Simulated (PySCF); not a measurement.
# One molecule, a ladder of functionals, a line

Molecule: SMILES C(C(C)(F)F)#N, C₃H₃F₂N.

Mapped SMILES: `[CH3:1][C:2]([F:3])([F:4])[C:5]#[N:6]`. Each H is labelled by its parent atom.

GIAO shieldings (ppm, equivalent atoms averaged) in PySCF 2.14 on the PBE0-D3(BJ)/def2-SVP geometry, basis pcSseg-2, gas phase, non-relativistic:

| functional | exact exchange (%) | σ(C2) | σ(F3/F4) |
| --- | --- | --- | --- |
| BLYP | 0 | 53.5 | 254.0 |
| BP86 | 0 | 58.6 | 256.2 |
| PBE | 0 | 58.7 | 254.8 |
| B3LYP | 20 | 61.3 | 270.0 |
| PBE0 | 25 | 68.0 | 274.7 |
| BHandHLYP | 50 | 72.2 | 289.8 |
| HF | 100 | 90.1 | 318.7 |

Problem. Fit each shielding as a line in the percentage of exact exchange.

Solution. σ(C2) = 56.9 + 0.33 x (rms 2.1 ppm); σ(F3/F4) = 256.2 + 0.64 x (rms 1.6 ppm). The functionals also differ in their semilocal parts, which the line can't hold; Hartree–Fock has no correlation at all.

Problem. What does the line predict for mPW1PW91 (25 %), and what does the run give?

Solution. σ(C2): 65.2 predicted, 67.2 computed; σ(F3/F4): 272.2 predicted, 275.8 computed ppm.
